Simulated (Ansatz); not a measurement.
**A ladder of methods for AlCl2 (SMILES [Cl][Al][Cl])**

AlCl2: 3 atoms, total charge 0, spin state doublet. As SMILES, `[Cl][Al][Cl]`. The coordinates come from a PBE0-D4/def2-TZVP relaxation.

```jsonl
{"atom": "Cl", "x (Å)": "1.3748", "y (Å)": "0.8683", "z (Å)": "0.8387"}
{"atom": "Al", "x (Å)": "-0.4321", "y (Å)": "0.5207", "z (Å)": "-0.1772"}
{"atom": "Cl", "x (Å)": "-0.9536", "y (Å)": "-1.4538", "z (Å)": "-0.6747"}
```

Each level gives the energy change with the Cl1–Al2 bond stretched from 2.102 to 2.627 Å (eV). The values are calculated.

| level | kind | program | value (eV) | less FCI/STO-3G | CPU time (all runs) |
| --- | --- | --- | --- | --- | --- |
| USVWN5/STO-3G | LDA | Ansatz | 1.26 | -0.11 | 2.6 s |
| UBLYP/STO-3G | GGA | Ansatz | 0.99 | -0.38 | 3.6 s |
| U-r2SCAN0/STO-3G | hybrid meta-GGA | Ansatz | 1.36 | -0.01 | 11 s |
| U-wB97M-V/STO-3G | range-separated hybrid | Ansatz | 1.31 | -0.06 | 50 s |
| U-wB97X/STO-3G | range-separated hybrid | Ansatz | 1.34 | -0.03 | 18 s |
| UB2PLYP/STO-3G | double hybrid | Ansatz | 1.28 | -0.09 | 5 s |
| RPA@PBE/STO-3G | RPA | Ansatz | 1.06 | -0.31 | 4.5 s |
| UMP2/STO-3G | perturbation theory | Ansatz | 1.49 | +0.12 | 1.5 s |
| UCCSDT(Q)/STO-3G | coupled cluster or CI | Ansatz | 1.37 | 0.00 | 5.5 s |
| FCI/STO-3G | exact in the basis | Ansatz | 1.37 | 0.00 | 1.3 s |

FCI/STO-3G is exact within its basis and frozen core, so for wave-function methods in that basis the difference is their error; functionals converge differently with the basis, so for them it is only a difference. The first shape isn't each level's own minimum. The values span 0.99 to 1.49 eV. All rows use very small basis sets, so even the best lies far from the true value. Times are those of the runs behind each value, whatever else they computed, on shared processors of several kinds: orders of magnitude only.
